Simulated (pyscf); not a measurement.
# Four-centre exchange: `[F][SiH]` [singlet] + `[OH2]` → `[OH][Si][F]` [singlet] + `[H][H]`

Gas phase, singlet surface, charge 0. Bonds broken: Si1–H3, O4–H5. Bonds formed: Si1–O4, H3–H5. Optimised with ωB97X-D3(BJ)/def2-SVP in PySCF.

Transition state (Å):

```xyz
6

Si    -0.0368    -0.4447    -0.0287
F     -0.3372     0.2521     1.4363
H     -1.5570    -1.3710    -0.0574
O     -1.3267     0.6219    -0.9165
H     -1.7902    -0.4757    -0.5033
H     -1.6672     1.3127    -0.3274
```

One imaginary mode, 1470i cm⁻¹; descent along it reached the two sides named, in the forms told below.

```json
[
 {"bond": "Si1–H3", "change": "breaks", "reactant side (Å)": "1.547", "saddle": "1.780", "product side": "4.2"},
 {"bond": "O4–H5", "change": "breaks", "reactant side (Å)": "0.969", "saddle": "1.261", "product side": "2.547"},
 {"bond": "Si1–O4", "change": "forms", "reactant side (Å)": "2.133", "saddle": "1.895", "product side": "1.661"},
 {"bond": "H3–H5", "change": "forms", "reactant side (Å)": "2.393", "saddle": "1.027", "product side": "0.760"}
]
```

Electronic energies relative to the separated reactants (kcal/mol):

```csv
level,barrier,reaction energy,reverse barrier
ωB97X-D3(BJ)/def2-TZVP,1.3,-39.7,41.0
PBE/def2-TZVP,-4.1,-39.4,35.3
r²SCAN/def2-TZVP,-3.9,-41.6,37.7
B3LYP-D3(BJ)/def2-TZVP,1.3,-39.9,41.2
PBE0-D3(BJ)/def2-TZVP,-1.6,-38.4,36.8
M06-2X/def2-TZVP,0.7,-41.8,42.6
ωB97M-D3(BJ)/def2-TZVP,1.5,-39.8,41.3
HF/def2-TZVP,19.5,-35.3,54.8
```

With ωB97M-D3(BJ)/def2-TZVP energies and thermal terms (ideal gas, 1 atm, RRHO with modes under 100 cm⁻¹ raised to 100, one conformer, R ln 2 for chiral ones without a mode under 150 cm⁻¹), in kcal/mol:

```
T (K)  ΔH‡   ΔG‡     ΔH     ΔG
-----  ---  ----  -----  -----
298    0.3  10.8  -42.0  -39.8
600    0.2  21.5  -41.1  -38.0
900    0.8  32.1  -40.2  -36.7
1200   1.6  42.3  -39.6  -35.6
```

On the reactant side the descent ends in an adduct with a O–Si contact, 15.7 kcal/mol under the separated species and 17.0 kcal/mol under the saddle at ωB97X-D3(BJ)/def2-TZVP. At PBE, r²SCAN, PBE0-D3(BJ) the saddle lies under the separated reactants, which points to a path from their complex (located at ωB97X-D3(BJ) alone). What is counted as formed (O–Si) is already present as a longer contact in the reactant adduct; forming that adduct is a step of its own. At the saddle there is also a short H–Si contact that neither side keeps. This is the saddle that the search found; another between the same sides may lie lower.
